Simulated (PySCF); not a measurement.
**Orbital energies and ionisation energy**

CO.
Atom-mapped SMILES: `[C-:1]#[O+:2]`

Level: wB97X-D/aug-cc-pVTZ (PySCF). Frontier orbitals with their largest atomic shares (Löwdin; up to four atoms above 4 %):

```csv
orbital,ε (eV),main atoms
HOMO−3,-18.31,"O2 82 %, C1 18 %"
HOMO−2,-15.51,"O2 68 %, C1 32 %"
HOMO−1,-15.51,"O2 68 %, C1 32 %"
HOMO,-12.77,?
LUMO,1.10,"C1 72 %, O2 28 %"
LUMO+1,1.10,"C1 72 %, O2 28 %"
LUMO+2,1.93,"C1 88 %, O2 12 %"
```

Q: What vertical ionisation energy does ΔSCF give, and how far is −ε(HOMO) from it?

A: ΔSCF: 14.10 eV (1360 kJ/mol; threshold wavelength 87.9 nm); ⟨S²⟩ of the doublet left behind is 0.775, against 0.75 for a pure doublet. −ε(HOMO) is 12.77 eV, 1.33 eV below it. In exact Kohn–Sham theory the two would be equal; wB97X-D (range-separated hybrid) falls short of its own ΔSCF value by 9 %.

Q: On which atoms does the HOMO lie?

A: C1 (carbon bonded to O) 77 %, O2 (oxygen bonded to C) 23 %, so more than half of it is on one atom. The HOMO−1 lies 2.74 eV lower.

Q: What total energies stand behind the ΔSCF value?

A: E(N) = -113.31785 Eh and E(N − 1) = -112.79972 Eh at the same geometry, 0.51813 Eh apart.

Q: Shift the occupied levels rigidly so that −ε(HOMO) equals the ΔSCF value. What binding energies result?

A: The shift is +1.33 eV: HOMO 14.10, HOMO−1 16.84, HOMO−2 16.84, HOMO−3 19.64 eV. A rigid shift is only a rough guide to the deeper ionisations.

Geometry: PBE0-D3(BJ)/def2-TZVP; no solvent, vibrations or thermal averaging.

The pairwise dispersion term of wB97X-D wasn't added to the energies; at a given geometry it leaves orbitals and properties as they are.
